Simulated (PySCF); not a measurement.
## C3H6O2

The system: C3H6O2, a carbene (divalent C1, bonded to 2 O); neutral, singlet. The structure, one conformer, was relaxed in the gas phase by PBE0-D3(BJ)/def2-SVP. No frequency run checks that it is a minimum.

SMILES: CO[C]OC

```xyz
11

C    -0.060    0.747    0.901
O     1.239    0.794    0.772
C     1.938    0.039   -0.225
O    -0.553   -0.082   -0.002
C    -1.960   -0.238    0.000
H     1.787   -1.039   -0.073
H     2.998    0.294   -0.107
H     1.591    0.305   -1.232
H    -2.357    0.106   -0.967
H    -2.194   -1.304    0.127
H    -2.397    0.350    0.819
```
(Å; atoms numbered from 1)

Shieldings: GIAO PBE0/pcSseg-2. Shifts are against computed references at the same level: C TMS (σ 184.1 ppm), H TMS (σ 31.24 ppm). Core levels by delta-SCF with SCAN, pcX-2 on the ionised atom and pcseg-1 elsewhere, spin-free X2C; from the vacuum level, for chosen atoms.

**Question.** Give the NMR and core-level values of the distinct atoms.

**Answer.** 
```
     atoms  bonded to  σ (ppm)  δ (ppm)  core level (eV)
        C1        2 O   -119.0    303.2        1s 293.15
        O2        2 C     76.0        -        1s 539.49
        C3  1 O + 3 H    132.9     51.3        1s 292.28
        O4        2 C     27.9        -        1s 539.60
        C5  1 O + 3 H    121.5     62.7        1s 292.66
  H6 H7 H8        1 C    27.67     3.58                -
H9 H10 H11        1 C    26.89     4.35                -
```

Values are those of this one static structure, with the three H of a rotating XH3 group averaged; atoms that internal rotation interchanges would show their mean in an NMR spectrum.

The core-hole state of C1 is spin-contaminated (⟨S²⟩ 0.81 against 0.75 for a pure doublet), so that value and differences from it are less sure.

**Question.** By CAM-B3LYP/def2-SVPD (TDDFT singlets, Tamm-Dancoff triplets, ionisation by delta-SCF), where does absorption start, and what does vertical ionisation take?

**Answer.** The lowest singlet lies at 4.89 eV (f 0.026), the strongest of the first 6 at 8.11 eV (f 0.076), the lowest triplet at 3.01 eV; vertical ionisation takes 9.08 eV.

The 3 runs behind this took 110 s in all, one thread each of Arm Neoverse V1 on a shared host, launched as `OMP_NUM_THREADS=1 python cluster_run.py task.json out`.
